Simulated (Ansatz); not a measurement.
For P (R-3m, No. 166; start mp-130; high-pressure phase), LDA (PAW; Ansatz, a program for electronic structure) gives:

equilibrium lattice constant a: 3.427 Å
lattice parameter c: 8.754 Å

Q: What does r²SCAN (PAW; Ansatz) give for the same quantities?

A: 
- lattice constant a: 3.466 Å (increases by 1.1 %)
- lattice parameter c: 9.282 Å (increases by 6.0 %)

Changes are worked out from the printed values.

Unless a cell is named, each level is at its own relaxed cell (LDA 14.84, r²SCAN 16.10 Å³/atom).

Caveats: the relaxation could not lower the start's symmetry, so the cell can be a saddle point above a distorted one (LDA, r²SCAN). Ansatz's density-functional and Hartree–Fock values are scalar-relativistic unless marked +SOC, with PAW data made under PBE.

A start named mp-… is a Materials Project structure, which can be a computed phase never made.
